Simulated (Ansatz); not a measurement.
```yaml
crystal:
  periodic: [false, false, false]
  atoms:
    - {symbol: B, position_ang: [-1.052076, 0.637004, -0.702980]}
    - {symbol: O, position_ang: [0.558349, 0.314431, -0.508694]}
    - {symbol: Si, position_ang: [0.810141, -0.603398, 0.898896]}
    - {symbol: H, position_ang: [-1.439894, -0.189409, -1.493539]}
    - {symbol: H, position_ang: [-1.110208, 1.783958, -1.060067]}
    - {symbol: H, position_ang: [-1.447197, 0.444886, 0.432858]}
    - {symbol: H, position_ang: [1.008469, 0.072564, -1.321834]}
    - {symbol: H, position_ang: [-0.076575, -1.783492, 0.914423]}
    - {symbol: H, position_ang: [0.601358, 0.300844, 2.042154]}
    - {symbol: H, position_ang: [2.230834, -1.028487, 0.801584]}
basis:
  gaussian: {orbitals: aug-cc-pVTZ}
hamiltonian: {xc: {name: B97}}
output: {forces: true}
```

```sh
$ ansatz run in.yaml --threads 4 --pin off --events-out ev --progress --plain --max-ram 10444MiB
```

It prints (some lines left out):

```
Functional definition: B97
1248 factors; their error is unknown
mean field evaluation 1: about -10709.4350 eV, gradient 5.1e1 eV
mean field evaluation 2: about -10703.6433 eV, gradient 7.7e1 eV
mean field evaluation 4: about -10714.6815 eV, gradient 2.9e0 eV
mean field evaluation 8: about -10714.7260 eV, gradient 4.4e-2 eV
mean field -10714.72596156 eV, -393.7589163852 hartree, gradient 2.0e-5 eV, S^2 0.000000; 0 other end points of the search recorded, 0 dependent functions left out
reference -10714.72600359 eV, -393.7589179297 hartree; 17, 17 occupied and 286, 286 virtual orbitals, 1248 factors
Total energy: -10714.72600359 eV, -393.7589179297 hartree
Atom 0 at    -1.052076     0.637004    -0.702980 Å, force    -0.209903     0.072289    -0.044936 eV/Å
Atom 1 at     0.558349     0.314431    -0.508694 Å, force     0.071358     0.154368    -0.283704 eV/Å
Atom 2 at     0.810141    -0.603398     0.898896 Å, force     0.121205    -0.220151     0.325661 eV/Å
Atom 3 at    -1.439894    -0.189409    -1.493539 Å, force     0.003173     0.027096     0.013197 eV/Å
Atom 4 at    -1.110208     1.783958    -1.060067 Å, force    -0.009151    -0.027227     0.001672 eV/Å
Atom 5 at    -1.447197     0.444886     0.432858 Å, force    -0.008946     0.018486    -0.052761 eV/Å
Atom 6 at     1.008469     0.072564    -1.321834 Å, force     0.006255     0.007096    -0.005002 eV/Å
Atom 7 at    -0.076575    -1.783492     0.914423 Å, force    -0.006045    -0.025097     0.011297 eV/Å
Atom 8 at     0.601358     0.300844     2.042154 Å, force     0.003795     0.007372     0.025477 eV/Å
Atom 9 at     2.230834    -1.028487     0.801584 Å, force     0.028257    -0.014234     0.009097 eV/Å
Dipole moment:     0.733265    -0.351924     0.085922 e Å
```

It took 8.5 s on 4 threads of an Arm Neoverse V1 on a shared host, with 0.95 GiB of host memory at the peak.
